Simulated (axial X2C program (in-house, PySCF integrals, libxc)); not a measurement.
Potential curves of NO⁺, 2c

Calculated with an in-house all-electron X2C program for linear molecules (integrals from PySCF). Two-component (2c) means X2C with spin–orbit coupling and atomic mean-field two-electron Coulomb and Gaunt terms. Basis: O dyall-av3z [7s6p3d2f], N dyall-av3z [7s7p3d2f] (cores contracted in-house); Gaussian nuclei, density fitting, unrestricted open shells. Masses: O 15.995 u, N 14.003 u.

State: Ω = 0 (closed shell). Energies in eV from the fragments at the same level (O+ + N). Fits are polynomials in 1 − R0/R over 0.85 to 1.23 times the lowest point R0.

```csv
R (Å),HF,B3LYP
0.9178,-3.7152,-8.8061
0.9600,-4.8501,-10.1487
0.9917,-5.2767,-10.7439
1.0233,-5.4177,-11.0627
1.0550,-5.3317,-11.1640
1.0919,-5.0074,-11.0679
1.1288,-4.4990,-10.7974
1.1763,-3.6504,-10.2664
1.2343,-2.4211,-9.4379
1.3187,-0.4440,-8.0556
```

Occupations by symmetry block were frozen at the best pattern of an incomplete PBE0 search. The closed shell is kept restricted, so the energy runs too high when the bond is stretched far. Dissociation energies refer to the lowest single-determinant-based atoms at the same level and basis.

Task: Fit the HF curve near its minimum: give the equilibrium distance, the harmonic wavenumber and the well depth.

Result: At HF, 2c: Re = 1.026 Å, ωe ≈ 2840 cm⁻¹, De = 5.42 eV to O+ + N; Be follows as 2.14 cm⁻¹.

Task: What are Re, ωe and De at the B3LYP level?

Result: At B3LYP, 2c: Re = 1.057 Å, ωe ≈ 2480 cm⁻¹, De = 11.16 eV to O+ + N; Be follows as 2.02 cm⁻¹.
